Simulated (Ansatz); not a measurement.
C3H7NO can be A, `NCCC=O`, or B, `COC(C)=N`.

Calculated with Ansatz (gas phase, PBE0-D4/def2-TZVP geometries, no zero-point term in ΔE). CBS: MP2 limit from def2 TZ/QZ plus the TZ coupled-cluster correction, frozen cores. Functionals use def2-TZVPP. B3LYP here is the variant with VWN-RPA as its local correlation; programs differ in this. One conformer a species, not always the lowest.

A:

Z-matrix (Å, degrees):
```
C
C 1 1.523
N 1 1.452 2 110.1
H 1 1.101 2 108.9 3 125.7
H 1 1.095 2 109.0 3 -118.3
C 2 1.497 1 111.7 3 171.2
H 2 1.093 1 111.6 3 -66.6
H 2 1.097 1 107.8 3 52.5
H 3 1.013 1 110.4 2 64.1
H 3 1.012 1 110.6 2 -177.8
O 6 1.200 2 125.2 1 123.1
H 6 1.114 2 114.6 1 -56.7
```

B:

Z-matrix (Å, degrees):
```
C
O 1 1.419
H 1 1.091 2 110.7
H 1 1.089 2 105.8 3 119.9
H 1 1.092 2 110.7 3 -120.1
C 2 1.341 1 116.0 3 60.1
N 6 1.265 2 121.0 1 0.0
C 6 1.496 2 110.4 1 180.0
H 7 1.014 6 110.6 2 180.0
H 8 1.089 6 111.0 2 179.7
H 8 1.092 6 109.9 2 -59.3
H 8 1.092 6 109.9 2 58.6
```

Problem. Which is lower in electronic energy at CCSD(T)/CBS, and by how much? (An estimate is asked.)

Solution. The calculation gave: B, by 4.6 kcal/mol.

Problem. Give E(B) − E(A) in kcal/mol with PBE0-D4, CCSD/def2-TZVPP, ωB97M-V, PBE-D4, r2SCAN-D4, B3LYP-D4, CCSD(T)/def2-TZVPP. (An estimate is asked.)

Solution. Computed: PBE0-D4 -5.5, CCSD/def2-TZVPP -4.4, ωB97M-V -5.5, PBE-D4 -5.9, r2SCAN-D4 -7.3, B3LYP-D4 -6.2, CCSD(T)/def2-TZVPP -4.9. None reverses the order clearly.

Largest T1 diagnostic: 0.013.
